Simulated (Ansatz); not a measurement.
Calculated with Ansatz (gas phase, PBE0-D4/def2-TZVP geometries, no zero-point term in ΔE). CCSD(T)/CBS adds triple-zeta CCSD(T) − MP2 to the extrapolated MP2 energy (def2 sets, frozen cores). This one scheme is used for every species. Functionals use def2-TZVPP. For Mg outer-core shells are correlated without core-valence functions, which leaves a few kJ/mol of doubt a bond. Each species was taken in one conformer, which may not be the lowest.

`[SH][Mg][Cl]` + HCl → `[Cl][Mg][Cl]` + H₂S  (ligand exchange at a Mg–S bond)

CCSD(T)/CBS gives -0.68 eV.

(1) Another level gave -0.64 eV. Which?
A. HF/def2-TZVPP
B. LDA (SPW92)/def2-TZVPP
C. revPBE/def2-TZVPP
D. r2SCANh-D4/def2-TZVPP

Largest T1 diagnostic among the species: 0.009.

Answers

(1) C. revPBE -0.64, r2SCANh-D4 -0.69, LDA (SPW92) -0.59, HF/def2-TZVPP -0.81 eV.

In def2-TZVPP, CCSD(T) changes the Hartree–Fock value by +0.15 eV (the triples alone add +0.02 eV) and MP2 by +0.14 eV. From BLYP to BHLYP (50 % exact exchange), in def2-TZVPP and without D4, ΔE moves by −0.06 eV. At CCSD(T), def2-SVP lies −0.06 eV from the extrapolated value and def2-TZVPP +0.02 eV.
